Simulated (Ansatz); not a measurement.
# AlSiH3 (triplet): wave-function methods side by side at a displaced geometry (v2), cc-pVDZ

The task here is to estimate one member of a computed series from the others.

Program: Ansatz 0.2.0, Gaussian basis. Level of theory: cc-pVDZ, core rule «outside noble gas», up to 10 orbitals frozen. These are calculated values, not measurements.

To be run: UHF; CCSD(T) on ROHF; CCSD(T) on UHF; BCCD(T) on ROHF; CISD as a restricted active space (open shells left free, so some higher excitations enter); CCSDT(Q) on ROHF; CCSDT(Q) on UHF.

25 further runs of the same task are left out: 2 for a known fault of the program, 8 that didn't finish, 15 set aside as unsound or not needed. Runs told in other sessions of the task aren't counted.

## What is computed

The geometry is a PBE0/def2-TZVP stationary point (not a proven minimum) with its atoms shifted at random (size 0.100 Å).

5 atoms, charge 0, spin multiplicity 3.

Atoms are counted from 1 here; the program's logs count them from 0.

Bond lengths: Si1–Al2 2.377 Å, Si1–H3 1.476 Å, Si1–H4 1.565 Å, Al2–H5 1.565 Å. Angles: Al2–Si1–H3 128.9°, Al2–Si1–H4 121.2°, H3–Si1–H4 109.3°, Si1–Al2–H5 123.5°.

Set-up of the first run:

in.yaml

```yaml
crystal:
  periodic: [false, false, false]
  atoms:
    - {symbol: Si, position_ang: [0.080077, 0.049346, 1.126440]}
    - {symbol: Al, position_ang: [-0.084797, -0.094662, -1.240622]}
    - {symbol: H, position_ang: [-0.008176, 1.243515, 1.990085]}
    - {symbol: H, position_ang: [0.074932, -1.235391, 2.019911]}
    - {symbol: H, position_ang: [-0.028126, 1.150872, -2.187221]}
basis:
  gaussian: {orbitals: cc-pVDZ}
magnetization: {spin_polarized: true, initial_magnetization: 2}
hamiltonian: {xc: hf}
output: {orbitals: {seedname: orbitals}}
```

Launch:

```
> ansatz run in.yaml --threads 1 --pin off --events-out ev --progress --plain --max-ram 2393MiB
```

Among the steps run: UHF; CCSD(T) on ROHF; CCSD(T) on UHF; BCCD(T) on ROHF; CISD as a restricted active space (open shells left free, so some higher excitations enter); CCSDT(Q) on ROHF; CCSDT(Q) on UHF.

One of the session's tables, all rows but one given; the rest of the session is left out.

It belongs to the step «Misses and costs». 

```
   method  from UCCSDT(Q) (kcal/mol)
     ROHF                    +113.69
      UHF                    +111.26
     RMP2                     +27.04
     UMP2                     +27.34
     CISD                          ?
    RCCSD                      +3.88
    UCCSD                      +3.81
 RCCSD(T)                      +0.93
 UCCSD(T)                      +0.93
  BCCD(T)                      +0.91
   RCCSDT                      +0.14
   UCCSDT                      +0.13
RCCSDT(Q)                      +0.01
UCCSDT(Q)                          0
```

**Question.** Estimate the row for CISD.

As computed: from UCCSDT(Q) (kcal/mol): +11.68. In the column «from UCCSDT(Q) (kcal/mol)» it lies between RCCSD (+3.88) and RMP2 (+27.04).

Caveats from the session: Restricted and unrestricted rows rest on different reference determinants; a gap between their highest levels can come from leftover correlation error, from unlike frozen cores or from another state.
